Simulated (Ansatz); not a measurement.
# H2O2 (triplet): from Hartree-Fock to the top rungs at distance O1–H3 along a hydrogen transfer = 0.960 Å, cc-pVDZ

How much of the correlation energy of H2O2 (triplet) does each wave-function method recover here?

Computed with Ansatz 0.2.0, Gaussian basis. Level: cc-pVDZ, core rule «outside noble gas», up to 2 orbitals frozen.

Plan: UHF; CCSD(T) on ROHF; CCSD(T) on UHF; BCCD(T) on ROHF; CISD; CCSDT(Q) on ROHF; CCSDT(Q) on UHF; CASSCF and MRCISD+Q, 4 electrons in 4 orbitals; CASSCF and NEVPT2, 4 electrons in 4 orbitals; CASSCF and MRCISD+Q, 14 electrons in 10 orbitals; CASSCF and NEVPT2, 14 electrons in 10 orbitals.

4 further runs of the same task are left out: 3 that didn't finish, 1 set aside as unsound or not needed.

**1. The geometry**

The geometry derives from fragments relaxed apart (PBE0/def2-TZVP) and kept rigid, so it is no stationary point. A hydrogen atom is moved between rigid fragments.

4 atoms, charge 0, spin multiplicity 3.

Atoms are counted from 1 here; the program's logs count them from 0.

Bond lengths: O1–H2 0.960 Å, O1–H3 0.960 Å. Angles: H2–O1–H3 105.1°.

**2. UHF**

File in.yaml:

```yaml
crystal:
  periodic: [false, false, false]
  atoms:
    - {symbol: O, position_ang: [-1.201668, -0.027457, 0.000000]}
    - {symbol: H, position_ang: [-1.450978, 0.899119, 0.000000]}
    - {symbol: H, position_ang: [-0.242139, -0.027457, 0.000000]}
    - {symbol: O, position_ang: [1.308332, -0.027457, 0.000000]}
basis:
  gaussian: {orbitals: cc-pVDZ}
magnetization: {spin_polarized: true, initial_magnetization: 2}
hamiltonian: {xc: hf}
output: {orbitals: {seedname: orbitals}}
```

Launch:

```console
$ ansatz run in.yaml --threads 1 --pin off --events-out ev --progress --plain --max-ram 2393MiB
```

After this run come: CCSD(T) on ROHF; CCSD(T) on UHF; BCCD(T) on ROHF; CISD; CCSDT(Q) on ROHF; CCSDT(Q) on UHF; CASSCF and MRCISD+Q, 4 electrons in 4 orbitals; CASSCF and NEVPT2, 4 electrons in 4 orbitals; CASSCF and MRCISD+Q, 14 electrons in 10 orbitals; CASSCF and NEVPT2, 14 electrons in 10 orbitals.

**Question.** What will the summary of the whole plan be? Wanted: UCCSDT(Q) below the RHF energy; RMP2 from UCCSDT(Q); UMP2 from UCCSDT(Q); RCCSD from UCCSDT(Q); RCCSD(T) from UCCSDT(Q); UCCSD(T) from UCCSDT(Q); RCCSDT(Q) from UCCSDT(Q); NEVPT2 pair from UCCSDT(Q); MRCISD+Q pair from UCCSDT(Q).

The runs gave:

| quantity | value |
| --- | --- |
| UCCSDT(Q) below the RHF energy | -9.3105 eV |
| RMP2 from UCCSDT(Q) | +813.0 meV |
| UMP2 from UCCSDT(Q) | +807.4 meV |
| RCCSD from UCCSDT(Q) | +145.7 meV |
| RCCSD(T) from UCCSDT(Q) | +27.2 meV |
| UCCSD(T) from UCCSDT(Q) | +25.4 meV |
| RCCSDT(Q) from UCCSDT(Q) | +1.7 meV |
| NEVPT2 pair from UCCSDT(Q) | +783.3 meV |
| MRCISD+Q pair from UCCSDT(Q) | +55.0 meV |
| NEVPT2 valence from UCCSDT(Q) | +1344.3 meV |
| levels within 1 kcal/mol (43 meV) | RCCSD(T), UCCSD(T), BCCD(T), RCCSDT, UCCSDT, RCCSDT(Q), MRCISD+Q valence |
| T1 diagnostic | 0.021 |
| effectively unpaired electrons | 2.01 |

**Reading.** RCCSD(T) lands +27.2 meV from the yardstick (0.3 % of the correlation energy). One determinant dominates. Of the multireference levels listed MRCISD+Q valence comes nearest in total energy (+41.4 meV), which doesn't show that its space is the better one. These misses are within one basis, not against nature; the frozen cores of restricted and unrestricted runs differ, which can shift their rows.
